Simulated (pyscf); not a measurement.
## Four-centre exchange: O=V(OH)(OH)–OH + hydrogen chloride (HCl) → O=V(OH)(OH)–Cl + water (H₂O)

Gas phase, singlet surface, charge 0. Bonds broken: V1–O2, Cl9–H10. Bonds formed: V1–Cl9, O2–H10. Optimised with ωB97X-D3(BJ)/def2-SVP in PySCF.

Transition state (Å):

```xyz
10

V     -0.8101    -0.2223    -0.4956
O     -1.3766     0.9148     0.9428
O     -0.2122    -1.5340     0.0226
O      0.1151     0.4350    -1.8050
O     -2.3479    -0.6354    -1.1792
H     -1.9311     0.5823     1.6611
H      1.0803     0.4485    -1.7100
H     -2.6831    -1.5420    -1.1908
Cl     1.2818     1.0760     0.9603
H     -0.2118     1.1714     1.2323
```

One imaginary mode, 714i cm⁻¹; descent along it reached the two sides named, in the forms told below.

```
bond     change  reactant side (Å)  saddle  product side
-------  ------  -----------------  ------  ------------
V1–O2    breaks              1.785   1.919         2.317
Cl9–H10  breaks              1.299   1.521           3.5
V1–Cl9    forms                3.7     2.9         2.192
O2–H10    forms              1.942   1.227         0.966
```

Electronic energies relative to the separated reactants (eV):

```tsv
level	barrier	reaction energy	reverse barrier
ωB97X-D3(BJ)/def2-TZVP	0.30	-0.32	0.62
PBE/def2-TZVP	0.26	-0.25	0.51
r²SCAN/def2-TZVP	0.23	-0.25	0.48
B3LYP-D3(BJ)/def2-TZVP	0.33	-0.25	0.59
PBE0-D3(BJ)/def2-TZVP	0.27	-0.28	0.55
M06-2X/def2-TZVP	0.30	-0.25	0.55
ωB97M-D3(BJ)/def2-TZVP	0.40	-0.22	0.62
HF/def2-TZVP	0.99	-0.19	1.18
```

With ωB97M-D3(BJ)/def2-TZVP energies and thermal terms (ideal gas, 1 atm, RRHO with modes under 100 cm⁻¹ raised to 100, one conformer, R ln 2 for chiral ones without a mode under 150 cm⁻¹), in eV:

```tsv
T (K)	ΔH‡	ΔG‡	ΔH	ΔG
298	0.37	0.79	-0.15	-0.19
600	0.36	1.23	-0.17	-0.23
900	0.37	1.66	-0.19	-0.25
1200	0.39	2.08	-0.21	-0.27
```

On the reactant side the descent ends in a complex, 0.20 eV under the separated species and 0.51 eV under the saddle at ωB97X-D3(BJ)/def2-TZVP. On the product side the descent ends in an adduct with a O–V contact (not fully relaxed), 0.12 eV under the separated species and 0.74 eV under the saddle at ωB97X-D3(BJ)/def2-TZVP. What is counted as broken (O–V) persists as a longer contact in the product adduct; parting that adduct is a step of its own. This is the saddle that the search found; another between the same sides may lie lower.
